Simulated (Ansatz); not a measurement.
Program: Ansatz. Geometries: PBE0-D4/def2-TZVP. ΔE: electronic, gas phase. CCSD(T)/CBS adds triple-zeta CCSD(T) − MP2 to the extrapolated MP2 energy (def2 sets, frozen cores). This one scheme is used for every species, atoms too. For atomizations the MP2-based limit and the directly extrapolated one differ by several kJ/mol either way, and by 10 to 25 for some Ge, Se and Sn compounds, so smaller differences from it don't rank the levels. Open shells (•) are unrestricted, without spin–orbit coupling. Spin–orbit coupling would lower the free atoms: a little for C, Cl.

`ClC1=CCC1` → 4 C• + Cl• + 5 H•  (atomization)

```
    species  CCSD(T)/CBS(def2) energy (Eh)
`ClC1=CCC1`                     -614.94192
         C•                      -37.79194
        Cl•                     -459.70966
         H•                       -0.50000
```

Question: Work out ΔE.

Answer: ΔE = 5 × (-0.50000) + 4 × (-37.79194) + (-459.70966) − (-614.94192) = 1.56450 Eh = +981.7 kcal/mol.

Largest T1 diagnostic among the species: 0.010.

The D4 term adds +8.1 kcal/mol with B3LYP and +4.2 kcal/mol with PBE0; it sums over pairs of atoms, weighted by their polarisabilities, and B3LYP, whose exchange is more repulsive, gets the larger term. Leaving LDA and LC-ωPBE aside and taking each functional with its dispersion term where it has one, the values, not all of them listed here, spread over 67.0 kcal/mol, from BHLYP-D4 to PBE-D4. LDA lies +126.9 kcal/mol from PBE without D4, its usual overbinding. At CCSD(T), def2-SVP lies −39.5 kcal/mol from the extrapolated value and def2-TZVPP −23.6 kcal/mol: correlation converges slowly with the basis, and small sets miss more of it in the bonded molecule than in its fragments.

B3LYP here is the variant with VWN-RPA as its local correlation; programs differ in this.
